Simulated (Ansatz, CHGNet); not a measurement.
TO(Γ) frequency (cm⁻¹) of solids drawn from the class of tetrahedrally bonded semiconductors and semimetals, at two levels: the machine-learned potential CHGNet-r²SCAN (trained on r²SCAN data), and r²SCAN (Ansatz, a first-principles code, PAW).

```csv
solid,CHGNet-r²SCAN,r²SCAN,shift (%)
zinc-blende CdTe,88,136,+55
cubic BN,690,1044,+51
zinc-blende AlN (metastable phase),470,663,+41
zinc-blende ZnS,229,273,+19.2
zinc-blende BAs,140,697,+398
zinc-blende CdS (metastable phase),115,228,+98
zinc-blende GaN (metastable phase),367,546,+49
zinc-blende InAs,140,210,+50
```

The shifts run from +19.2 % to +398 %, with a median of +51 %.

Of 8 rows, r²SCAN is the larger in 8 and the smaller in 0.

Ansatz's runs of these crystals have no spin polarisation.

Spin–orbit coupling is left out, also for the solids with elements from indium on (zinc-blende CdTe, zinc-blende InAs); its size isn't shown.

Each level is taken at its own relaxed cell. Ansatz's density-functional and Hartree–Fock values are scalar-relativistic unless marked +SOC, with PAW data made under PBE.
